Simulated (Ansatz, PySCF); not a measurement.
Molecule: methylamine, CH5N, net charge 0, singlet state. SMILES: CN
Geometry: optimised at B3LYP-D3(BJ)/def2-TZVP (Ansatz, an electronic-structure program).

Wanted: atomisation energy, in kcal/mol. Conventions: atomisation electronic, to ground-state atoms; valence correlation only; 6-31G* and kin with 6d, 5d where marked; open shells spin-unrestricted; no dispersion term unless named; spin-orbit terms left out; non-relativistic. CBS(X,Y): correlation extrapolated as X^-3; Hartree-Fock from the larger set. The bracket is a focal-point correction in the basis named. First-principles rows: single points at B3LYP-D3(BJ) geometries (Ansatz).

| species | coefficient | E at M06-2X/6-31G* (5d) (PySCF), Eh | E at wB97M-V/def2-TZVPD (Ansatz), Eh |
|---|---|---|---|
| CN (CH5N) | -1 | -95.79424 | -95.83871 |
| C atom | +1 | -37.82757 | -37.84643 |
| H atom | +5 | -0.49667 | -0.49411 |
| N atom | +1 | -54.56667 | -54.59266 |

Coupled cluster (Ansatz) is a level with limits of its own, used here on species with T1 under 0.025 (0.045 for open shells) and stable references: RI-MP2/CBS(aug-cc-pVTZ,aug-cc-pVQZ)+[CCSD(T)-MP2]/aug-cc-pVTZ. Value to compare with, RI-MP2/CBS(aug-cc-pVTZ,aug-cc-pVQZ)+[CCSD(T)-MP2]/aug-cc-pVTZ (Ansatz): 582.4 kcal/mol. 1 Eh = 627.5095 kcal/mol.

Question: Compute it at each level from the table, and compare with RI-MP2/CBS(aug-cc-pVTZ,aug-cc-pVQZ)+[CCSD(T)-MP2]/aug-cc-pVTZ (Ansatz).

Answer: 
- M06-2X/6-31G* (5d): the sum of coefficient times E is 0.91665 Eh, or 575.21 kcal/mol. Result: 575.2 kcal/mol. Its difference against RI-MP2/CBS(aug-cc-pVTZ,aug-cc-pVQZ)+[CCSD(T)-MP2]/aug-cc-pVTZ (Ansatz) is -7.2 kcal/mol.
- wB97M-V/def2-TZVPD: the sum of coefficient times E is 0.92907 Eh, or 583.00 kcal/mol. Result: 583.0 kcal/mol. Its difference against RI-MP2/CBS(aug-cc-pVTZ,aug-cc-pVQZ)+[CCSD(T)-MP2]/aug-cc-pVTZ (Ansatz) is 0.6 kcal/mol.
